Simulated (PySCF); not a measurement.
# C3H9OP: the cost of one run

Programs: PySCF 2.14.0, with density-fitted response routines of our own. Each step states its level of theory. These are calculated values for one molecule in the gas phase, unless marked as measured. Atoms count from 0, in the outputs and in this text.

## 1. The molecule as given

14 atoms, charge 0, multiplicity 1; geometry from: GFN2-xTB. The atoms were then displaced at random by about 0.01 Å, so the start is not that level's minimum.

Bonds of the start (Å): C0–P1 1.85, P1–C2 1.84, P1–C3 1.82, P1–O4 1.46, C0–H5 1.11, C0–H6 1.10, C0–H7 1.06, C2–H8 1.08, C2–H9 1.07, C2–H10 1.09, C3–H11 1.08, C3–H12 1.06, C3–H13 1.14.

## 2. Relaxing the molecule at PBE0-D3(BJ)/def2-SVP

The job: settings as JSON, then the geometry in Å.

```
{"job": {"xc": "PBE0", "basis": "def2-SVP", "d3": "d3bj", "grid": 1, "shake": 0.01, "kind": "geom"}, "charge": 0, "multiplicity": 1}
C      1.654020     0.075530    -0.404920
P      0.096950    -0.203820     0.551620
C     -0.907290    -1.359440    -0.475430
C     -0.781490     1.389870     0.501670
O      0.352480    -0.695150     1.904280
H      1.421480     0.463400    -1.414580
H      2.240300     0.830920     0.131150
H      2.204840    -0.827740    -0.459130
H     -1.837380    -1.519500     0.058640
H     -1.064970    -0.977600    -1.457180
H     -0.359620    -2.305330    -0.508830
H     -0.980850     1.731220    -0.503270
H     -0.264260     2.137110     1.045570
H     -1.781360     1.245470     1.022660
```

On the command line:

```
$ OMP_NUM_THREADS=1 python probes_run.py task.json out
```

The driver reads the jobs from task.json and runs them one after another.

Q: Estimate the wall time and peak memory of this first job on 1 thread of AMD EPYC 7B13, shared host.

About 31 s, with a peak of 0.49 GiB.
